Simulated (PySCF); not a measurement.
Compound: C₃H₅NO.
Geometry (GFN2-xTB, Å), atoms numbered from 1 in this order:
```xyz
10
C3H5NO angstrom
C     -1.6249   -0.0633   -0.4473
O     -0.3710   -0.7119   -0.2298
C      0.4965   -0.0291    0.4522
N      0.7717    1.0344    1.0668
C      1.8317   -0.0414    1.0046
H     -2.2283   -0.7613   -1.0231
H     -1.4818    0.8648   -1.0037
H     -2.1077    0.1608    0.5057
H      2.0371   -0.5885    1.9155
H      2.6856    0.1404    0.3652
```

Theory: TDDFT wB97X-D/def2-SVPD, vertical, gas phase, core orbitals frozen in the response in PySCF 2.14.0, density-fitted response routines.

Ground-to-excited transition dipoles (e·a0, same axes as the geometry; the sign carries no meaning), for the states with f of 0.002 or more among the lowest 7:

| state | E (eV) | μx | μy | μz |
| --- | --- | --- | --- | --- |
| S2 | 7.422 | 0.143 | 0.417 | 0.260 |
| S3 | 7.497 | -0.052 | -0.066 | 0.106 |
| S4 | 7.858 | 0.590 | 0.161 | 0.322 |
| S5 | 8.364 | 0.152 | 0.166 | -0.361 |
| S6 | 8.530 | -0.134 | 0.380 | 0.130 |
| S7 | 8.543 | -0.078 | -0.111 | 0.201 |

Q: What oscillator strength does each state have?

A: f = (2/3) ΔE |μ|² with ΔE in hartree (27.2114 eV).

```tsv
state	|μ|² (au)	|μ| (D)	f
S2	0.262	1.30	0.048
S3	0.018	0.34	0.003
S4	0.477	1.76	0.092
S5	0.182	1.08	0.037
S6	0.179	1.08	0.037
S7	0.059	0.62	0.012
```

Q: The point group is Cs. Which irreducible representation does each state belong to?

A: Polarised normal to the mirror plane, so A″: S3, S5 and S7. Polarised in the mirror plane, so A′: S2, S4 and S6.

Q: Which bond between heavy atoms lies closest to the direction of the S4 transition dipole?

A: C3–C5, at 15° from it; next O2–C3 at 20°.

Q: What angle do the transition dipoles of S5 and S6 make?

A: |cos θ| = |μa·μb| / (|μa| |μb|) = 0.02, so θ ≈ 89° (taken between 0 and 90°, since the signs are arbitrary).

Q: How is the summed strength of these states shared among x, y and z?

A: (2/3) Σ ΔE μα² gives 0.081 for x, 0.076 for y and 0.073 for z, 0.230 in all.

Q: What peak molar absorption coefficient would the strongest computed level give as a lone Gaussian band 0.4 eV wide at half height?

A: ε(max) = 2.175×10⁸ f / FWHM, with the width in cm⁻¹. S4: 2.175×10⁸ × 0.0919 / 3226 ≈ 6200 L mol⁻¹ cm⁻¹.

On one thread, Arm Neoverse V2 (shared host), this took 14 s wall (grids of density and orbitals included).

One conformer stands for the species.
